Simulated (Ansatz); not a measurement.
## Nudged elastic band run: H6Si2

input.yaml

```yaml
crystal:
  periodic: [false, false, false]
  atoms:
    - { symbol: Si, position_ang: [0.352449, 0.015396, -0.038811] }
    - { symbol: Si, position_ang: [1.019844, -0.017018, 2.214417] }
    - { symbol: H, position_ang: [-0.15337, -0.26354, 3.114886] }
    - { symbol: H, position_ang: [2.029972, -1.103588, 2.432553] }
    - { symbol: H, position_ang: [1.640411, 1.297653, 2.581831] }
    - { symbol: H, position_ang: [1.553015, 0.209211, -0.915812] }
    - { symbol: H, position_ang: [-0.609397, 1.138888, -0.285147] }
    - { symbol: H, position_ang: [-0.310723, -1.277004, -0.410014] }
basis:
  gaussian: { orbitals: cc-pVDZ }
hamiltonian:
  xc: pbe0
neb:
  order_check: false
  images: 5
  f_tol: 0.05
  max_iterations: 60
  final_atoms:
    - { symbol: Si, position_ang: [0.35730445, 0.01357246, -0.03979794] }
    - { symbol: Si, position_ang: [1.02341442, -0.0135288, 2.21323078] }
    - { symbol: H, position_ang: [0.66147939, -1.32445955, 2.84563] }
    - { symbol: H, position_ang: [2.5073156, 0.1771944, 2.31860379] }
    - { symbol: H, position_ang: [0.34258511, 1.08861266, 2.9689481] }
    - { symbol: H, position_ang: [1.06250741, -1.06806709, -0.80277547] }
    - { symbol: H, position_ang: [0.68955302, 1.33642051, -0.66365312] }
    - { symbol: H, position_ang: [-1.1219584, -0.20974659, -0.14628315] }
  initial_path:
    images:
      - { positions_ang: [[0.352449, 0.015396, -0.038811], [1.019844, -0.017018, 2.214417], [-0.15337, -0.26354, 3.114886], [2.029972, -1.103588, 2.432553], [1.640411, 1.297653, 2.581831], [1.553015, 0.209211, -0.915812], [-0.609397, 1.138888, -0.285147], [-0.310723, -1.277004, -0.410014]] }
      - { positions_ang: [[0.23740414, 0.01364172, -0.02739536], [1.11433537, -0.01429278, 2.15594404], [-0.1071531, -0.31569005, 2.91447599], [2.12319325, -1.05195188, 2.46315329], [1.62868051, 1.30795401, 2.56815013], [1.59055727, 0.14262425, -0.5867506], [-0.63197182, 1.16126988, -0.35152394], [-0.43284463, -1.24355715, -0.44215054]] }
      - { positions_ang: [[0.12235928, 0.01188744, -0.01597972], [1.20882675, -0.01156755, 2.09747107], [-0.06093619, -0.36784009, 2.71406598], [2.21641449, -1.00031577, 2.49375358], [1.61695003, 1.31825502, 2.55446926], [1.62809953, 0.07603749, -0.2576892], [-0.65454663, 1.18365176, -0.41790088], [-0.55496625, -1.2101103, -0.47428708]] }
      - { positions_ang: [[0.00731442, 0.01013316, -0.00456408], [1.30331812, -0.00884233, 2.03899811], [-0.01471929, -0.41999014, 2.51365597], [2.30963574, -0.94867965, 2.52435386], [1.60521954, 1.32855604, 2.54078839], [1.6656418, 0.00945074, 0.0713722], [-0.67712145, 1.20603364, -0.48427782], [-0.67708788, -1.17666345, -0.50642363]] }
      - { positions_ang: [[0.12397776, 0.01127959, -0.0163087], [1.21001689, -0.01040448, 2.09707567], [0.21068027, -0.72147994, 2.62431398], [2.37552902, -0.5733883, 2.45577051], [1.1843414, 1.24857491, 2.68350829], [1.464597, -0.34972187, -0.22001036], [-0.22156329, 1.24949593, -0.54406959], [-0.82537806, -0.85435783, -0.3863768]] }
      - { positions_ang: [[0.24064111, 0.01242602, -0.02805332], [1.11671566, -0.01196664, 2.15515323], [0.43607983, -1.02296975, 2.73497199], [2.44142231, -0.19809695, 2.38718715], [0.76346325, 1.16859378, 2.8262282], [1.2635522, -0.70889448, -0.51139291], [0.23399487, 1.29295822, -0.60386135], [-0.97366823, -0.53205221, -0.26632998]] }
      - { positions_ang: [[0.35730445, 0.01357246, -0.03979794], [1.02341442, -0.0135288, 2.21323078], [0.66147939, -1.32445955, 2.84563], [2.5073156, 0.1771944, 2.31860379], [0.34258511, 1.08861266, 2.9689481], [1.06250741, -1.06806709, -0.80277547], [0.68955302, 1.33642051, -0.66365312], [-1.1219584, -0.20974659, -0.14628315]] }
```

Launched with:

```bash
$ ansatz run input.yaml --threads 1 --pin off --max-ram 2048MiB --backend cpu --events-out ev --progress --plain --runs-dir out
```

Output, in part (warnings, iteration lines, the closing report on the highest movable image, with atoms numbered from 0):

```
NEB end point (image 0): max|allowed force component| = 1.983e-2 eV/Å (the criterion of neb.relax_end_points is 1.000e-2)
NEB end point (image 6): max|allowed force component| = 1.155e-3 eV/Å (the criterion of neb.relax_end_points is 1.000e-2)
NEB iter   1: max|band force component| = 3.437e0 eV/Å  barrier→ = 3.0546 eV  barrier← = 3.0550 eV  Δτ_max = 0.1648 Å  (136 SCF iters)
NEB iter   2: max|band force component| = 2.606e0 eV/Å  barrier→ = 2.4071 eV  barrier← = 2.4074 eV  Δτ_max = 0.1588 Å  (105 SCF iters)
NEB iter   3: max|band force component| = 2.220e0 eV/Å  barrier→ = 1.7956 eV  barrier← = 1.7960 eV  Δτ_max = 0.1969 Å  (104 SCF iters)
NEB iter   4: max|band force component| = 1.691e0 eV/Å  barrier→ = 0.9791 eV  barrier← = 0.9794 eV  Δτ_max = 0.1970 Å  (103 SCF iters)
NEB iter   5: max|band force component| = 1.141e0 eV/Å  barrier→ = 0.4874 eV  barrier← = 0.4877 eV  Δτ_max = 0.1970 Å  (100 SCF iters)
NEB iter   6: max|band force component| = 5.820e-1 eV/Å  barrier→ = 0.2255 eV  barrier← = 0.2258 eV  Δτ_max = 0.1975 Å  (98 SCF iters)
NEB iter   7: max|band force component| = 2.085e-1 eV/Å  barrier→ = 0.0791 eV  barrier← = 0.0794 eV  CI = image 3  Δτ_max = 0.1473 Å  (98 SCF iters)
NEB iter   8: max|band force component| = 1.180e-1 eV/Å  barrier→ = 0.0465 eV  barrier← = 0.0468 eV  CI = image 3  Δτ_max = 0.0593 Å  (96 SCF iters)
NEB iter   9: max|band force component| = 7.142e-2 eV/Å  barrier→ = 0.0419 eV  barrier← = 0.0422 eV  CI = image 3  Δτ_max = 0.0143 Å  (92 SCF iters)
NEB iter  10: max|band force component| = 2.516e-2 eV/Å  barrier→ = 0.0417 eV  barrier← = 0.0420 eV  CI = image 3  Δτ_max = 0.0000 Å  (180 SCF iters)
Total energy: -15845.52884901 eV, -582.3124447158 hartree
Atom 0 at     0.342598    -0.010209    -0.042255 Å, force    -0.020270     0.008503     0.025163 eV/Å
Atom 1 at     1.039477     0.010330     2.215218 Å, force    -0.012636    -0.013833    -0.012843 eV/Å
Atom 2 at     0.135140    -0.850240     3.046814 Å, force     0.005356     0.006385     0.000726 eV/Å
Atom 3 at     2.439301    -0.513103     2.339671 Å, force    -0.002319    -0.001116    -0.003777 eV/Å
Atom 4 at     1.004608     1.405457     2.763138 Å, force    -0.001159     0.004736     0.000456 eV/Å
Atom 5 at     1.443228    -0.512992    -0.925866 Å, force     0.015113    -0.006495    -0.014189 eV/Å
Atom 6 at    -0.030523     1.372622    -0.487348 Å, force     0.001834    -0.004094     0.000368 eV/Å
Atom 7 at    -0.851628    -0.901867    -0.215468 Å, force     0.014081     0.005914     0.004096 eV/Å
Dipole moment:     0.000914     0.000074    -0.000345 e Å
```

It converged. A vibrational analysis at the climbing image gives one clearly imaginary mode, 129i cm⁻¹: a first-order saddle point.

Final band:

| image | path coordinate (Å) | energy (kcal/mol) |
| --- | --- | --- |
| 0 | 0.00 | 0.0 |
| 1 | 0.57 | 0.3 |
| 2 | 1.13 | 0.7 |
| 3 | 1.70 | 1.0 |
| 4 | 2.30 | 0.7 |
| 5 | 2.90 | 0.3 |
| 6 | 3.50 | 0.0 |

Run time: 100 s on 1 thread of Arm Neoverse V1, on a shared host, peak memory 0.12 GiB.
